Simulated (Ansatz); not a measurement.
Relaxation of C$_{2}$H$_{2}$NO (6 atoms, charge -1, multiplicity 1), to a largest force component of 0.02 eV/Å in at most 40 steps.

These are results of RKS PBE/STO-3G in Ansatz 0.2.0, not measurements.

```xyz
6
Properties=species:S:1:pos:R:3
N 0.513 -0.236 -1.716
C 0.064 -0.059 -0.519
C -0.752 0.185 0.390
O -0.847 0.006 1.792
H 1.080 0.560 -2.045
H -0.058 -0.455 2.098
```

Where does it end, and by what steps?

The run converged. Limits of this set-up: minimal basis, an anion without diffuse functions, the dipole of an ion depends on the origin. After 10 steps the energy has fallen by 0.567 eV; H6 moved furthest, 0.18 Å.

```
step  energy less start (eV)  largest force component (eV/Å)  accepted
   0                  0.0000                           3.974       yes
   1                 -0.4761                           1.330       yes
   2                 -0.4847                           1.055       yes
   3                 -0.5228                           0.909       yes
   4                 -0.5554                           0.325       yes
   5                 -0.5246                           0.538        no
   6                 -0.5652                           0.123       yes
   7                 -0.5666                           0.061       yes
   8                 -0.5670                           0.025       yes
   9                 -0.5671                           0.023       yes
  10                 -0.5671                           0.011       yes
```

```xyz
6
Properties=species:S:1:pos:R:3
N 0.549 -0.319 -1.698
C -0.015 0.002 -0.519
C -0.926 0.211 0.380
O -0.841 0.011 1.824
H 1.151 0.565 -1.972
H 0.082 -0.470 1.984
```

Time of the run: 19 s on 1 CPU thread of a shared host.
